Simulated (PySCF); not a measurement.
Two structures of CH8SSi, closed shell, reached by relaxing down either side of one saddle point (PBE0-D4/def2-TZVP). Energies are electronic, without zero-point energy. Program: PySCF 2.14 with density fitting (its default auxiliary sets; JK sets also for MP2 and CCSD(T)). Basis: def2-TZVPP and def2-QZVPP. Cores are frozen in the correlated methods. Extrapolation: Hartree–Fock as exp(−7.88 √X), correlation as X^−2.97. First:

```
11
angstrom
Si -1.2004 0.1320 0.0086
C -0.2740 -1.4571 0.3313
H -0.9725 0.6131 -1.3822
H -2.6655 -0.0556 0.1923
H -0.7593 1.2086 0.9394
H 1.9575 1.8364 0.5813
S 2.5589 1.3062 -0.4945
H -0.4324 -1.7964 1.3574
H 0.7964 -1.3052 0.1770
H -0.6129 -2.2461 -0.3441
H 1.6003 1.7592 -1.3168
```

Second:

```xyz
11
angstrom
Si -0.6749 1.6103 -1.0765
C 0.2548 -1.6795 1.4579
H -1.2171 1.8753 -2.4333
H -1.3429 0.4079 -0.5180
H -0.9150 2.7791 -0.1970
H 0.8788 -0.9149 0.9956
S 1.4507 1.3825 -1.1178
H -0.4074 -1.2145 2.1881
H 0.8855 -2.4148 1.9572
H -0.3429 -2.1742 0.6923
H 1.4326 0.3248 -1.9462
```

**Question.** Which bonds change from the first to the second?

**Answer.** CH₆Si ([CH3][SiH3]) + H₂S → SiH₄S ([SiH3][SH]) + CH₄; bonds formed: Si1–S7, C2–H6; bonds broken: Si1–C2, H6–S7.

**Question.** Give the saddle point's structure and its height above each. (Judge from chemistry; the value comes from the calculation.)

**Answer.** By the calculation: 2.450 eV above the first and 3.054 eV above the second (CCSD(T) at an estimated basis limit (MP2 extrapolated from triple and quadruple zeta, plus CCSD(T) − MP2 in triple zeta)).
```tsv
atom	x (Å)	y (Å)	z (Å)
Si1	-0.6575	0.8110	-0.2636
C2	-0.0659	-0.9675	0.7925
H3	-0.8830	0.7181	-1.7234
H4	-2.0135	0.4409	0.2785
H5	-0.3745	2.0857	0.4313
H6	0.7626	-0.1941	0.1552
S7	1.8257	0.8917	-0.8122
H8	-0.4734	-0.6612	1.7543
H9	0.8557	-1.5342	0.9748
H10	-0.7535	-1.6148	0.2493
H11	1.7773	0.0245	-1.8368
```

No T1 diagnostic of these runs exceeds 0.012.

Labels in which every atom is bracketed show which atoms are joined, not bond orders.

For scale, one of the runs: CCSD(T)/def2-TZVPP, 227 basis functions, launched by `OMP_NUM_THREADS=4 python run.py`. Time: 9.1 min of wall clock on 4 CPU threads of an Arm Neoverse V2; the host was shared. Peak host memory: 3.2 GiB.
